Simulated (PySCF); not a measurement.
Atom-mapped SMILES (the numbers label the heavy atoms): `[NH:1]=[C:2]=[S:3]`; H(Xn) means a hydrogen on atom n.

Geometry: PBE0-D3(BJ)/def2-SVP; GIAO absolute shieldings from PySCF, gas phase, non-relativistic, averaged over equivalent atoms.

At PBE0/pcSseg-1 (63 basis functions, 2.6 s wall time on 1 thread of an Arm Neoverse V1, shared host):
```json
{"atoms": "N1", "σ (ppm)": "154.6"}
{"atoms": "C2", "σ (ppm)": "27.0"}
{"atoms": "S3", "σ (ppm)": "707.3"}
{"atoms": "H(N1)", "σ (ppm)": "27.26"}
```

Task: What do these become at wB97X-D/pcSseg-2?

Result: 
| atoms | σ at wB97X-D/pcSseg-2 | change |
| --- | --- | --- |
| N1 | 155.1 | +0.5 |
| C2 | 17.2 | -9.8 |
| S3 | 706.7 | -0.6 |
| H(N1) | 27.21 | -0.05 |

The largest change is at C2 (central carbon of a heterocumulene). Cost: 129 basis functions, 4.7 s wall time on 1 thread of an Arm Neoverse V1, shared host.
